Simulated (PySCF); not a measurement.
**CH⁺: a composite coupled-cluster calculation**

State: ¹Σ⁺, singlet, closed shell. De refers to H + C⁺. RHF-based CCSD(T) in PySCF 2.14 with H aug-cc-pVTZ, C aug-cc-pVTZ and H aug-cc-pVQZ, C aug-cc-pVQZ (frozen core orbitals: 1; no relativity). Correlation energies are extrapolated as n⁻³ (n = 3, 4), Hartree–Fock as (n+1)·exp(−9√n). CV is the change on freezing 0 orbitals instead, in H cc-pVTZ, C cc-pwCVTZ. SR is the spin-free X2C energy in H cc-pVTZ-DK, C cc-pVTZ-DK less the non-relativistic one in H cc-pVTZ, C cc-pVTZ.

```tsv
Level	Re (Å)	ωe (cm⁻¹)	ωexe (cm⁻¹)	αe (cm⁻¹)	De (eV)
CCSD(T)/TZ	1.1313	2845.4	57.3	0.491	4.188
CCSD(T)/QZ	1.1298	2854.6	59.0	0.493	4.228
HF/CBS	1.1124	3060.6	50.4	0.434	3.081
MP2/CBS	1.1222	2944.9	54.6	0.462	4.103
CCSD/CBS	1.1282	2871.8	58.7	0.489	4.226
CCSD(T)/CBS	1.1293	2858.7	59.6	0.493	4.257
CCSD(T)/CBS+CV	1.1279	2863.7	59.7	0.495	4.269
CCSD(T)/CBS+CV+SR	1.1279	2862.9	59.7	0.495	4.266
```

Q: How much is left between CCSD(T)/QZ and the basis-set limit, and how much do the triples give at the limit?

A: CCSD(T)/CBS less CCSD(T)/QZ: -0.5 mÅ in Re, +4.1 cm⁻¹ in ωe and +0.029 eV in De. CCSD(T)/CBS less CCSD/CBS: +1.1 mÅ in Re, -13.1 cm⁻¹ in ωe and +0.031 eV in De.

Q: What do the later terms add?

A: CV: -1.4 mÅ in Re, +5.0 cm⁻¹ in ωe and +0.012 eV in De; SR: +0.0 mÅ in Re, -0.8 cm⁻¹ in ωe and -0.003 eV in De, each against the row above.

The T1 diagnostic is 0.011. The open-shell atoms are computed with UHF. Spin–orbit coupling, excitations beyond (T) and corrections to the Born–Oppenheimer picture are left out.

The whole job (state search and all basis sets along the bond) took about 1.5 min on 4 threads of Arm Neoverse V1 (shared host), peak memory 3.4 GiB.
